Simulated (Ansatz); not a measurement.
Working through a ranking of conformers of C3H5FOS, SMILES COC1(F)CS1

With Ansatz 0.2.0, Python API.

Run as a notebook:

```python
import ansatz
from rdkit import Chem
from rdkit.Chem import AllChem

BASIS = 'def2-SVP'
FUNCTIONAL = 'hf'

rd = Chem.AddHs(Chem.MolFromSmiles('COC1(F)CS1'))
ids = list(AllChem.EmbedMultipleConfs(rd, numConfs=20, randomSeed=905, pruneRmsThresh=0.4))
field = [energy for _, energy in AllChem.MMFFOptimizeMoleculeConfs(rd)]
distinct = {round(e, 2): i for i, e in zip(ids, field)}
chosen = sorted(distinct.items())[:4]
found = []
for force_field, index in chosen:
    geometry = ansatz.Crystal.molecule()
    for atom, xyz in zip(rd.GetAtoms(), rd.GetConformer(index).GetPositions()):
        geometry = geometry.atom(atom.GetSymbol(), xyz.round(5).tolist())
    job = geometry.calculation()
    job = job.basis(gaussian=BASIS)
    job = job.functional(FUNCTIONAL).accuracy('high')
    found.append(job.run().report['free_energy_ev'])
print('conformer   MMFF (kcal/mol)   this level (kcal/mol)')
for (force_field, index), e in zip(chosen, found):
    print(f'{index:9d} {force_field - chosen[0][0]:17.2f} {23.060548 * (e - min(found)):17.3f}')
```

    conformer   MMFF (kcal/mol)   this level (kcal/mol)
            4              0.00             0.000
            5              0.80             1.530

Caveats:
- These settings explore the input space; basis and method may be short of convergence.
- The conformers keep their force-field geometries.
- Finished in 18 s on 1 thread of Intel(R) Xeon(R) Platinum 8259CL CPU @ 2.50GHz (Skylake/Cascade Lake), with other jobs on the host, peak memory 0.55 GiB.
